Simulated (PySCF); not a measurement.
**Spin states of MgO**

Unrestricted PBE0; PySCF, no relativity, basis sets Mg aug-cc-pVDZ, O aug-cc-pVDZ. Outer shells of the fragments: Mg 3s2; O 2s2 2p4.

Followed along the bond (rough minima from three points):

| 2Ms+1 | unpaired | ⟨S²⟩ at the start | R at minimum (Å) | Te (eV) |
| --- | --- | --- | --- | --- |
| 3 | σ ↑, π ↑ | 2.01 | 1.90 | 0.00 |
| 1 | σ ↓, π ↑ | 1.00 | 1.89 | 0.06 |
| 1 | none | 0.00 | 1.75 | 0.40 |

Solutions found at the starting distance of 1.955 Å, counted from the lowest of them; the search is not exhaustive and high or unbound solutions are not listed, so other states can lie among these:

```json
{"2Ms+1": "3", "unpaired": "σ ↑, π ↑", "term": "³Π", "E (eV)": "0.00", "⟨S²⟩": "2.01", "⟨Lz²⟩": "1.01", "μ (D)": "-3.39"}
{"2Ms+1": "1", "unpaired": "σ ↓, π ↑", "term": "mixed", "E (eV)": "0.07", "⟨S²⟩": "1.00", "⟨Lz²⟩": "1.01", "μ (D)": "-3.46"}
{"2Ms+1": "1", "unpaired": "none", "term": "¹Σ⁺", "E (eV)": "0.73", "⟨S²⟩": "0.00", "⟨Lz²⟩": "0.00", "μ (D)": "-7.85"}
{"2Ms+1": "3", "unpaired": "π ↑↑", "term": "mixed", "E (eV)": "3.06", "⟨S²⟩": "2.00", "⟨Lz²⟩": "2.01", "μ (D)": "-3.87"}
{"2Ms+1": "1", "unpaired": "π ↑↓", "term": "mixed", "E (eV)": "3.15", "⟨S²⟩": "1.04", "⟨Lz²⟩": "2.01", "μ (D)": "-3.46"}
{"2Ms+1": "3", "unpaired": "π ↑↑", "term": "mixed", "E (eV)": "3.17", "⟨S²⟩": "2.00", "⟨Lz²⟩": "2.01", "μ (D)": "-3.68"}
```

A term symbol is given only where ⟨S²⟩ and ⟨Lz²⟩ are close to those of a pure state; real π, δ and φ orbitals otherwise mix terms. A positive dipole means Mg(−)O(+).

Counting both spins, an empty level lies below a filled one in some of these solutions, because spin and occupation are held.
